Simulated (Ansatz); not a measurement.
Correlation energies of C2H3FS, SMILES `C=C(F)S` by basis set

```xyz
7

C     0.846   -0.011    0.439
C    -0.433    0.260    0.243
F    -1.131    0.959    1.144
S    -1.487   -0.156   -1.095
H     1.415   -0.574   -0.285
H     1.332    0.336    1.341
H    -0.544   -0.813   -1.787
```

Charge 0, multiplicity 1. All single points use the PBE0-D4/def2-TZVP geometry. It is one conformer, not always the lowest. Frozen core, restricted reference, Ansatz. CBS rows extrapolate triple and quadruple zeta; past MP2 they add the triple-zeta difference.

| basis | HF (Eh) | MP2 corr. | CCSD corr. | (T) | CCSD(T) total |
| --- | --- | --- | --- | --- | --- |
| def2-SVP | -574.14591 | -0.57853 | -0.61457 | -0.01833 | -574.77881 |
| def2-TZVPP | -574.50122 | -0.74409 | -0.77477 | -0.03272 | -575.30871 |
| def2-QZVPP | -574.52034 | -0.80481 | – | – | – |
| CBS(def2) | -574.52298 | -0.84978 | -0.88045 | as TZ | -575.43615 |
